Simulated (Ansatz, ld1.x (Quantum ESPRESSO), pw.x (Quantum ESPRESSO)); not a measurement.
## From atom to crystal: TM potential for barium (Ba)

```
Element                 : barium (Ba)
Generator               : ld1.x (Quantum ESPRESSO) 7.5
Type                    : norm-conserving Troullier–Martins (Kleinman–Bylander form)
Functional              : PBEsol
Relativity              : scalar-relativistic
Frozen core             : [Xe]
Valence charge          : 2
Reference configuration : 5d0 6s2 6p0
Partial waves           : 6s (bound): rc 3.00 bohr; 5d (bound, empty): rc 4.20 bohr; 6p (bound, empty): rc 4.20 bohr
Local potential         : the p channel
Core correction         : none
```

Atomic tests: cutoffs needed: 8 Ry and 15 Ry (the cutoffs (Ry, on a coarse ladder) from which the occupation-weighted sum of valence levels, in a spherical-Bessel basis at the reference potential, stays within 10 and 1 mRy of its value at 400 Ry); ghost test: ghost state, extra bound levels that the all-electron valence spectrum of the same l lacks: s at -5.9 eV; a true bound ghost makes a file unfit for plane-wave use (spherical-Bessel basis up to 400 Ry, 20 bohr box); largest excitation error: +515 meV (all-electron minus pseudo) for 5d1 6s0 6p0, out of 7 test configurations.

Crystal test: fcc Ba in pw.x 7.5, no spin, 9³ k-points, Fermi–Dirac smearing 0.01 Ry, cutoffs 35/140 Ry. The reference is all-electron LAPW (Ansatz 0.2.0) with the same functional, mesh and smearing; V0 and B0 come from Birch–Murnaghan fits to the pressures at five volumes. Errors are pseudo minus all-electron; Δ is the rms difference of the E(V) curves that follow from these fits, minima aligned, over ±6 % about the mean V0. Mesh and smearing are coarse, so the numbers serve the comparison and aren't converged zero-temperature values; the lattice is a test structure that the element need not adopt.

All-electron: a0 = 6.172 Å (V0 = 58.77 Å³/atom), B0 = 8.2 GPa.

**Question.** How far does the potential miss the all-electron equation of state?

**Answer.** mean pressure error (GPa): +1.85. The pressure does not cross zero within the volumes sampled, so no fit is given. This is a poor potential for the solid. Note: ghost state, extra bound levels that the all-electron valence spectrum of the same l lacks: s at -5.9 eV. A true bound ghost makes a file unfit for plane-wave use.

```json
{"V (Å³/atom)": "55.778", "P all-electron (GPa)": "0.45", "P pseudo (GPa)": "2.34"}
{"V (Å³/atom)": "57.246", "P all-electron (GPa)": "0.22", "P pseudo (GPa)": "2.07"}
{"V (Å³/atom)": "58.714", "P all-electron (GPa)": "0.01", "P pseudo (GPa)": "1.85"}
{"V (Å³/atom)": "60.182", "P all-electron (GPa)": "-0.19", "P pseudo (GPa)": "1.66"}
{"V (Å³/atom)": "61.650", "P all-electron (GPa)": "-0.37", "P pseudo (GPa)": "1.46"}
```

**Question.** At the middle volume, how do free energy and pressure move when the wave cutoff is lowered (ecutrho kept at four times it)?

**Answer.**

```json
{"cutoff (Ry)": "16", "shift of F (meV/atom)": "+76.1", "shift of P (GPa)": "-0.01"}
{"cutoff (Ry)": "21", "shift of F (meV/atom)": "+54.4", "shift of P (GPa)": "-0.22"}
{"cutoff (Ry)": "28", "shift of F (meV/atom)": "+9.4", "shift of P (GPa)": "+0.17"}
```

Input at the middle volume:

```
&control
  calculation='scf', prefix='x', pseudo_dir='./', outdir='./tmp', tstress=.true., disk_io='none'
/
&system
  ibrav=0, nat=1, ntyp=1, ecutwfc=35, ecutrho=140, nbnd=8,
  occupations='smearing', smearing='fd', degauss=0.01
/
&electrons
  conv_thr=1e-09, mixing_beta=0.4, electron_maxstep=70
/
ATOMIC_SPECIES
Ba 1.0 Ba.UPF
CELL_PARAMETERS angstrom
  0.00000000 3.08487254 3.08487254
  3.08487254 0.00000000 3.08487254
  3.08487254 3.08487254 0.00000000
ATOMIC_POSITIONS crystal
Ba 0.0000 0.0000 0.0000
K_POINTS automatic
9 9 9 0 0 0
```

```bash
pw.x < Ba.scf.in > Ba.scf.out
```

Lines of the output:

```
Message from routine setup:
     using ibrav=0 with symmetry is DISCOURAGED, use correct ibrav instead
     lattice parameter (alat)  =       8.2442  a.u.
     unit-cell volume          =     396.2217 (a.u.)^3
     number of electrons       =         2.00
     number of Kohn-Sham states=            8
     kinetic-energy cutoff     =      35.0000  Ry
     charge density cutoff     =     140.0000  Ry
     scf convergence threshold =      1.0E-09
     Exchange-correlation= PBESOL
     number of k points=    35  Fermi-Dirac smearing, width (Ry)=  0.0100
     iteration #  1     ecut=    35.00 Ry     beta= 0.40
     total energy              =      -1.45372899 Ry
     estimated scf accuracy    <       0.41176113 Ry
     iteration #  2     ecut=    35.00 Ry     beta= 0.40
     total energy              =      -1.41582441 Ry
     estimated scf accuracy    <       0.11610222 Ry
     iteration #  3     ecut=    35.00 Ry     beta= 0.40
     total energy              =      -1.42565988 Ry
     estimated scf accuracy    <       0.12938121 Ry
     iteration #  4     ecut=    35.00 Ry     beta= 0.40
     total energy              =      -1.44682432 Ry
     estimated scf accuracy    <       0.00104494 Ry
     iteration #  5     ecut=    35.00 Ry     beta= 0.40
     total energy              =      -1.44083381 Ry
     estimated scf accuracy    <       0.03471656 Ry
     iteration #  6     ecut=    35.00 Ry     beta= 0.40
     total energy              =      -1.44321448 Ry
     estimated scf accuracy    <       0.00107159 Ry
     iteration #  7     ecut=    35.00 Ry     beta= 0.40
     total energy              =      -1.44321271 Ry
     estimated scf accuracy    <       0.00019816 Ry
     iteration #  8     ecut=    35.00 Ry     beta= 0.40
     total energy              =      -1.44322199 Ry
     estimated scf accuracy    <       0.00001898 Ry
     iteration #  9     ecut=    35.00 Ry     beta= 0.40
     total energy              =      -1.44321998 Ry
     estimated scf accuracy    <       0.00000773 Ry
     iteration # 10     ecut=    35.00 Ry     beta= 0.40
     total energy              =      -1.44322104 Ry
     estimated scf accuracy    <       0.00000007 Ry
     iteration # 11     ecut=    35.00 Ry     beta= 0.40
     total energy              =      -1.44322106 Ry
     estimated scf accuracy    <       0.00000007 Ry
     iteration # 12     ecut=    35.00 Ry     beta= 0.40
     total energy              =      -1.44322106 Ry
     estimated scf accuracy    <       0.00000002 Ry
     iteration # 13     ecut=    35.00 Ry     beta= 0.40
     the Fermi energy is     1.2457 ev
!    total energy              =      -1.44322106 Ry
     estimated scf accuracy    <          9.4E-10 Ry
     smearing contrib. (-TS)   =      -0.00391804 Ry
     The total energy is F=E-TS. E is the sum of the following terms:
     one-electron contribution =       0.78017752 Ry
     hartree contribution      =       0.12443055 Ry
     xc contribution           =      -0.77094199 Ry
     ewald contribution        =      -1.57296911 Ry
     convergence has been achieved in  13 iterations
          total   stress  (Ry/bohr**3)                   (kbar)     P=       18.50
     Message from routine punch:
     Nothing written, as per user request (disk_io='none')
```

The run at the middle volume (35 k-points, 13 iterations) took about 4.6 s on one core of a shared host (Neoverse-V1, 32 threads, 247 GiB, load 19).
